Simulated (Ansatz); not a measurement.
Basis-set extrapolation for `N=C1CC1F` (PBE0-D4/def2-TZVP geometry, frozen core, Ansatz). Multiplicity 1, RHF reference.

```csv
,def2-TZVPP,def2-QZVPP
HF,-269.840445,-269.852208
MP2 correlation,-0.927273,-0.996109
CCSD(T) correlation,-0.990416,not run
```

Energies in hartree. Use E(X) = E(∞) + A·exp(−7.88·√X) for Hartree–Fock and E(X) = E(∞) + B·X^(−2.97) for correlation, with X = 3 and 4, and add CCSD(T) minus MP2 of the smaller set to the MP2 limit.

Q: What is the CCSD(T) energy at the basis-set limit?

A: HF limit: -269.852208 + (-0.011763) × 0.13774 = -269.85383. MP2 limit: -0.996109 + (-0.068836) × 0.74074 = -1.04710. Higher-order term: -0.990416 − (-0.927273) = -0.06314. Total: -270.96407 hartree, 349.7 kJ/mol below CCSD(T)/def2-TZVPP.
